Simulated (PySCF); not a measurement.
Start geometry of `CCS(=O)(=O)Cl` from GFN2-xTB (Å):
```
atom  x, y, z in Å
C1    -1.232    0.290   -0.278
C2    -0.282   -0.402    0.610
S3     1.329   -0.258   -0.165
O4     1.317   -0.596   -1.543
O5     2.348   -0.872    0.646
Cl6    1.661    1.761   -0.061
H7    -2.267    0.161    0.052
H8    -1.138   -0.060   -1.301
H9    -1.048    1.389   -0.275
H10   -0.460   -1.470    0.687
H11   -0.190    0.031    1.612
```

What comes out of this run: PySCF 2.14.0, PBE0-D3(BJ)/def2-SVP geometry optimisation, gas phase?

```
atom  x, y, z in Å
C1    -1.2755    0.2953   -0.3863
C2    -0.2788   -0.3500    0.5463
S3     1.4118   -0.2697   -0.0414
O4     1.4604   -0.6864   -1.4265
O5     2.2954   -0.8294    0.9569
Cl6    1.7058    1.8152   -0.0092
H7    -2.2856    0.1921    0.0354
H8    -1.2553   -0.1841   -1.3744
H9    -1.0620    1.3662   -0.5103
H10   -0.4268   -1.4386    0.6452
H11   -0.2515    0.0874    1.5545
```

The energy falls by 5.3 kcal/mol over 9 energy and gradient evaluations, the largest force component goes from 0.0430 to 3.4e-04 Eh/bohr, and the atoms move by 0.109 Å rms after alignment. The bond that changes most is S3–Cl6 (ends: sulfonyl sulfur; chlorine bonded to S), which lengthens by 0.057 Å. Bonds longer at the end by more than 0.005 Å: 7 of 10; shorter: 1. Among the angles that change most is C1–C2–S3, from 106.3° to 113.7°. Among the dihedrals that turn most is H8–C1–C2–H11, from 169° to 180°. Rotational constants go from 2841, 2403, 1799 to 2713, 2300, 1715 MHz. The orientation of the end geometry is arbitrary; only internal coordinates are fixed.

The run used 117 basis functions and 67 SCF cycles in all.

No frequency check. One conformer, not necessarily the lowest.
